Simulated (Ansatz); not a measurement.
in.yaml

```yaml
crystal:
  periodic: [false, false, false]
  atoms:
    - {symbol: B, position_ang: [0.000000, 0.000000, 0.000000]}
    - {symbol: S, position_ang: [0.000000, 0.000000, 1.607700]}
basis:
  gaussian: {orbitals: def2-SVPD}
total_charge: 1
magnetization: {spin_polarized: false}
correlation: {method: mp2, electrons: all}
accuracy: high
```

```sh
$ ansatz run in.yaml --threads 1 --pin off --events-out ev --progress --plain --max-ram 2393MiB
```

Output:

```
808 factors; integrals over basis functions are off by at most 3.8e-9 eV
mean field evaluation 1: about -11468.9124 eV, gradient 2.9e1 eV
mean field evaluation 2: about -11468.9234 eV, gradient 2.9e1 eV
mean field evaluation 4: about -11472.1545 eV, gradient 2.1e0 eV
mean field evaluation 8: about -11472.2438 eV, gradient 1.3e-1 eV
mean field evaluation 16: about -11467.8835 eV, gradient 3.8e0 eV
mean field evaluation 32: about -11472.2439 eV, gradient 1.4e-1 eV
mean field -11472.24402419 eV, -421.5971917227 hartree, gradient 3.0e-8 eV, S^2 0.000000; 3 other end points of the search recorded, 0 dependent functions left out; unrestricted orbitals would lower it
unrestricted determinant -11473.76329115 eV, -421.6530237535 hartree, S^2 1.0500
reference -11472.24402419 eV, -421.5971917227 hartree; 10, 10 occupied and 37, 37 virtual orbitals, 808 factors
second order -6.02952519 eV of doubles, -0.00000000 eV of singles
Total energy: -11478.27354938 eV, -421.8187726865 hartree
```

Ran on 1 thread of Arm Neoverse V1, shared host: 0.81 s wall, 0.17 GiB peak host memory.
